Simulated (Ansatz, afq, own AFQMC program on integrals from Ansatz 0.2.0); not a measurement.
Integrals from Ansatz 0.2.0, then the random walk in our own AFQMC program (afq).

```yaml
crystal:
  periodic: [false, false, false]
  atoms:
    - {symbol: Ge, position_ang: [0.024421, -0.041100, -0.033953]}
    - {symbol: H, position_ang: [1.489393, -0.024208, 0.437350]}
    - {symbol: H, position_ang: [-2.554562, 4.305099, 1.575959]}
    - {symbol: H, position_ang: [-0.694763, -1.318876, 0.433614]}
basis:
  gaussian: {orbitals: 6-31G}
magnetization: {spin_polarized: true, initial_magnetization: 1}
correlation: {method: ccsd_t, electrons: outside_noble_gas, hamiltonian_folder: ham}
```

```sh
$ ansatz run in.yaml --threads 1 --pin off --events-out ev --progress --plain --max-ram 16896MiB --backend cuda --devices 0, --max-vram 18GiB
```

Options of the walk:

```
--method phaseless --trial cisd --walkers 4000 --populations 20 --least-time 60 --time-step 0.005 --steps-per-block 50 --equilibration-blocks 40 --max-blocks 4000 --target-error 0.00032 --factor-cut 1e-05 --start spin_pure --seed 7127 --release-times 0.24,0.51,0.99,1.62,2.4 --release-step 0.03 --release-every 3 --taylor-order 6
```

Times are imaginary, in 1/Eh. The walk had a cap of 122 s. With eight or more populations the least sampling time is a fifth of least-time, and the error comes from their spread. Filled inner d shells are frozen with the cores.

Output of the walk:

```
orbitals 21  electrons 4 3  factors 151 of 350
reference energy -2076.61448569 Eh
CCSD correlation -0.06350590 Eh in 13 cycles, weight of the determinant in the CISD state 0.9373
energy of the start -2076.677991 Eh
 block  time / (1/Eh)  mean weight  energy / Eh
     1     0.250  0.9999  -2076.677712
     2     0.500  0.9998  -2076.677717
     3     0.750  1.0000  -2076.677855
     4     1.000  0.9999  -2076.677961
     5     1.250  1.0001  -2076.678077
    10     2.500  1.0000  -2076.678472
    15     3.750  0.9999  -2076.678570
    19     4.750  1.0000  -2076.678755
    29     7.250  1.0001  -2076.678889
    31     7.750  1.0000  -2076.679072
    39     9.750  0.9999  -2076.678876
    49    12.250  1.0000  -2076.678945
    59    14.750  1.0000  -2076.678964
    69    17.250  1.0000  -2076.678831
    79    19.750  1.0001  -2076.678897
    89    22.250  0.9999  -2076.678735
error from the spread of 20 populations
released: time / (1/Eh)  energy / Eh  error  mean overlap
  0.24  -2076.678867  0.000024  0.9991
  0.51  -2076.678904  0.000023  1.0007
  0.99  -2076.678904  0.000021  1.0022
  1.62  -2076.678937  0.000020  1.0001
  2.40  -2076.678959  0.000027  0.9979
energy -2076.678853 +/- 0.000023 Eh
(rows thinned)
```

The run passed its tests (sampling time, drift between the halves within three errors, error under three times the target), which doesn't prove that it has relaxed.

Against this walk (error 0.6 meV) on the same determinant: CCSD(T) 5.4 meV higher, CCSDT(Q) 1.4 meV lower, CCSDTQ 1.9 meV lower, full CI 1.9 meV lower. The error is statistical and leaves out the bias of the constraint. Released to 2.40 1/Eh the energy lies 2.9 ± 1.0 meV (both errors) below the phaseless value, which shows part or all of the bias of the constraint, and full CI lies 1.0 meV above the released value.

Cautions: constraint bias not in the error; no relativity below Rb; no spin-orbit coupling; inner d shell frozen; an unrestricted solution with more broken spin lies lower (102 meV, ⟨S²⟩ 1.19), while this determinant keeps restricted orbitals.

The walk took 38 s on 1 × NVIDIA H100 80GB HBM3 with 2 threads of AMD EPYC 7R13 Processor (Zen 3) (shared host) (the card was shared). The log's last line is the phaseless energy.

CCSDT and higher add their correlation energy to the determinant of the CCSD(T) run, since their own runs factorise the integrals more tightly (a shift of under 2 meV). A walk keeps the symmetry of its determinant, which the program's search chose and which needn't be the lowest solution, so a lower state of the same spin and another symmetry isn't excluded.
